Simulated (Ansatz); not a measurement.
# Multireference treatment of H₂S, singlet

Calculated in Ansatz's Gaussian-basis code. Basis cc-pV(T+d)Z on S, cc-pVTZ on H, nonrelativistic, 5 orbitals frozen in the corrections. State-specific CASSCF; RHF is the lowest restricted (open-shell) Hartree–Fock solution met. Solutions may break the symmetry of the shape. The lowest solution met needn't be the lowest there is, nor hold the orbitals that a chemist would pick.

Geometry. A bond is stretched, to 1.38 times the sum of the covalent radii.

```json
{"atom": "S", "x (Å)": "0.0000", "y (Å)": "0.0000", "z (Å)": "0.1021"}
{"atom": "H", "x (Å)": "0.0000", "y (Å)": "1.3640", "z (Å)": "-1.1848"}
{"atom": "H", "x (Å)": "0.0000", "y (Å)": "-0.9743", "z (Å)": "-0.8171"}
```

(1) What do CASSCF and its corrections give against RHF in CAS(8,6), and what are the occupations?

Answers

(1) CASSCF -1.476 eV, SC-NEVPT2 -5.280 eV; occupations 2.00, 2.00, 1.98, 1.89, 0.11, 0.03.
